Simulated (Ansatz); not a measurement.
This script makes the interaction energy of a dimer with the counterpoise correction of CO₂, SMILES O=C=O with Ansatz 0.2.0 through its Python package.

Script `co2_dimer.py`:
```python
"""Binding of a CO2 dimer at a trial geometry."""

import ansatz as az

params = {
    "basis_set": "cc-pVDZ",
    "level": "mp2",
}

FIRST = [
    ("O", (0.3674, -1.0795, 0.0872)),
    ("C", (0.0002, 0.0001, 0.0001)),
    ("O", (-0.3675, 1.0794, -0.0873)),
]
SECOND = [
    ("O", (-1.9014, 3.7083, 2.6389)),
    ("C", (-1.928, 2.6672, 2.1664)),
    ("O", (-1.9541, 1.6261, 1.6938)),
]

def energy(atoms, ghosts=()):
    molecule = az.Crystal.molecule()
    for symbol, xyz in atoms:
        molecule = molecule.atom(symbol, xyz)
    calc = (
        molecule.calculation()
        .basis(gaussian=params["basis_set"])
        .correlation(params["level"])  # correlation on top of the mean field
    )
    deck = calc.input()
    if ghosts:
        deck = deck.set(az.key.basis.gaussian.ghost_atoms, [{"symbol": s, "position_ang": list(xyz)} for s, xyz in ghosts])
    return az.Session.from_dict(deck).plan().execute().report["free_energy_ev"]


def main() -> None:
    # ghost atoms carry the functions of the partner
    both = energy(FIRST + SECOND)
    alone = energy(FIRST) + energy(SECOND)
    ghosted = energy(FIRST, SECOND) + energy(SECOND, FIRST)
    print(f"dimer {both:.6f} eV")
    print(f"interaction, uncorrected   {(both - alone):8.3f} eV")
    print(f"interaction, counterpoise  {(both - ghosted):8.3f} eV")
    print(f"basis-set superposition    {(alone - ghosted):8.3f} eV")


if __name__ == "__main__":
    main()
```

How large is the interaction at this pose, and how much of it is basis-set superposition?

Uncorrected it is 0.090 eV, with the counterpoise correction 0.169 eV; the difference, 0.08 eV, is the superposition error. In this basis both values are repulsive.

The output:

```console
$ python co2_dimer.py
dimer -10238.408412 eV
interaction, uncorrected      0.090 eV
interaction, counterpoise     0.169 eV
basis-set superposition       0.080 eV
```

Total energies depend on the basis set; only differences at equal settings carry meaning. The dimer is a generated trial pose of unrelaxed monomers, not a minimum, so the figure is no binding energy, and the basis set is small. Finished in 5.6 s on 1 thread of Intel(R) Xeon(R) Processor @ 2.30GHz, with other jobs on the host, peak memory 0.22 GiB.
